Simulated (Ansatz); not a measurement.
Reaction (SMILES): Cl[CH]Cl → Cl[CH-]Cl (an electron is taken up)
B3LYP-D3(BJ)/def2-TZVP geometries, fixed; electronic energies without zero-point terms; positive where energy is released.

Effect of a fitting basis named in the input at PBE/aug-cc-pV(T+d)Z with Ansatz (a first-principles code), against the last row, where the adiabatic electron affinity is 1.28 eV. Open shells are unrestricted. The default fits or decomposes integrals by the program's own choice; accuracy: high also tightens integrals, grids and stops.

```json
[
 {"setting": "fitting: def2-SV(P)-JKFIT", "largest shift of a total energy (mEh)": "-0.044", "shift of the adiabatic electron affinity (eV)": "0.000"},
 {"setting": "fitting: def2-universal-JKFIT", "largest shift of a total energy (mEh)": "-0.044", "shift of the adiabatic electron affinity (eV)": "0.000"},
 {"setting": "fitting: cc-pVTZ-JKFIT", "largest shift of a total energy (mEh)": "-0.173", "shift of the adiabatic electron affinity (eV)": "0.004"},
 {"setting": "fitting: cc-pVQZ-JKFIT", "largest shift of a total energy (mEh)": "-0.138", "shift of the adiabatic electron affinity (eV)": "0.003"},
 {"setting": "fitting: cc-pV5Z-JKFIT", "largest shift of a total energy (mEh)": "-0.117", "shift of the adiabatic electron affinity (eV)": "0.003"},
 {"setting": "fitting: def2-universal-JFIT", "largest shift of a total energy (mEh)": "-0.315", "shift of the adiabatic electron affinity (eV)": "0.006"},
 {"setting": "accuracy: high", "largest shift of a total energy (mEh)": "0.001", "shift of the adiabatic electron affinity (eV)": "0.000"},
 {"setting": "accuracy: medium (default)", "largest shift of a total energy (mEh)": "0.000", "shift of the adiabatic electron affinity (eV)": "0.000"}
]
```

Within 0.002 eV in the adiabatic electron affinity: fitting: def2-SV(P)-JKFIT; fitting: def2-universal-JKFIT; accuracy: high. The largest shift is 0.315 mEh in a total energy and 0.006 eV in the difference.
